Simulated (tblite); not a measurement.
Run record: nudged-elastic-band run, `CCCCCF` (1-fluoropentane).

Computed with GFN2-xTB (tblite), gas phase: nudged elastic band of 9 images (0 to 8), spring 0.2 eV/Å², climbing image at the end, force threshold 0.05 eV/Å. No saddle search or frequency run followed, so the top image need not be a first-order saddle, and its height can exceed the method's true barrier by a kcal/mol or more. The command runs a driver script over a list of jobs; the input below is this job's line of settings and its coordinates in Å. «atoms» counts from 0 and names the dihedral (C3–C4–C5–F6 when counted from 1); «turn» is the rotation in degrees that makes the guess of the end point.

Command:
```bash
OMP_NUM_THREADS=1 python probes_run.py task.json out
```

Input:
```
{"job": {"kind": "neb", "xc": "GFN2-xTB", "basis": "xTB", "atoms": [2, 3, 4, 5], "turn": 120}, "charge": 0, "multiplicity": 1}
C      2.537112     0.161135    -0.164490
C      1.255567    -0.339436     0.490501
C      0.013510     0.144847    -0.252970
C     -1.276136    -0.376272     0.379677
C     -2.513096     0.180382    -0.310063
F     -2.606402     1.538379    -0.111931
H      2.609594    -0.200554    -1.187906
H      3.408327    -0.186043     0.385838
H      2.555778     1.248298    -0.184383
H      1.217188     0.010457     1.524293
H      1.261498    -1.431815     0.511497
H     -0.006704     1.236438    -0.250898
H      0.064566    -0.186250    -1.293137
H     -1.313424    -1.465494     0.317202
H     -1.307571    -0.094003     1.434062
H     -3.432082    -0.255032     0.096477
H     -2.474723     0.026993    -1.393678
```

Output:
```
image   E - E0 / eV
  0       0.0000
  1       0.0243
  2       0.0800
  3       0.1358
  4       0.1575
  5       0.1320
  6       0.0758
  7       0.0219
  8      -0.0002
```

Problem. Read off the barriers.

Solution. The highest image is 4: 0.158 eV (3.63 kcal/mol) above the start and 0.158 eV (3.64 kcal/mol) above the end. The band met its force threshold.

Problem. Which dihedral does each image have?

Solution. 0: -66°, 1: -50°, 2: -34°, 3: -17°, 4: 0°, 5: 17°, 6: 34°, 7: 50°, 8: 66°.

Problem. Give the geometry of the highest image and of the end point.

Solution. 
Image 4:
```
atom  x, y, z in Å
C1      2.536    0.238   -0.083
C2      1.252   -0.387    0.448
C3      0.010    0.207   -0.210
C4     -1.267   -0.458    0.304
C5     -2.540    0.180   -0.277
F6     -2.253    1.213   -1.138
H7      2.645    0.045   -1.148
H8      3.400   -0.178    0.431
H9      2.531    1.314    0.070
H10     1.193   -0.229    1.528
H11     1.275   -1.464    0.273
H12    -0.033    1.278   -0.004
H13     0.072    0.083   -1.293
H14    -1.245   -1.519    0.046
H15    -1.289   -0.386    1.394
H16    -3.166    0.614    0.508
H17    -3.129   -0.538   -0.858
```

Image 8:
```
atom  x, y, z in Å
C1      2.531    0.302    0.005
C2      1.257   -0.443    0.386
C3      0.008    0.267   -0.131
C4     -1.267   -0.488    0.242
C5     -2.515    0.199   -0.292
F6     -2.530    0.173   -1.667
H7      2.631    0.358   -1.076
H8      3.404   -0.208    0.404
H9      2.515    1.315    0.401
H10     1.197   -0.530    1.473
H11     1.294   -1.454   -0.025
H12    -0.034    1.275    0.287
H13     0.063    0.358   -1.217
H14    -1.224   -1.501   -0.163
H15    -1.357   -0.557    1.328
H16    -2.551    1.254   -0.002
H17    -3.428   -0.310    0.037
```

Time: 1.6 s; peak memory 0.18 GiB. Hardware: one thread, Intel Xeon Platinum 8488C (x86_64), no GPU, shared host with 192 logical CPUs at a one-minute load of 25.
